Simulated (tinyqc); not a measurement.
Coupled-perturbed Hartree-Fock on RHF in the sto-6g basis, for BH2+, spin multiplicity 1, step by step. One step of it, computed by the program tinyqc.

Task: Response to a field: uncoupled start. Field along z; U_ai = -mu_ai / (e_a - e_i), alpha = -4 sum U_ai mu_ai.

orbital energies (hartree): MO1 -8.049912, MO2 -0.985128, MO3 -0.838891, MO4 -0.246029, MO5 -0.175979, MO6 0.256558, MO7 0.311142

dipole integrals <a|z|i> (bohr):
```
          i1         i2         i3
a4  0.096801   0.846443  -0.016346
a5  0.000000   0.000000   0.000000
a6  0.064379  -0.110420   0.080544
a7  0.007016  -0.022816  -0.700164
```

Give: uncoupled U; uncoupled polarisability.

Result:

uncoupled U:
```
         i1       i2       i3
a4  -0.0124  -1.1452   0.0276
a5   0.0000   0.0000   0.0000
a6  -0.0078   0.0889  -0.0735
a7  -0.0008   0.0176   0.6088
```

uncoupled polarisability = 5.6558 bohr^3
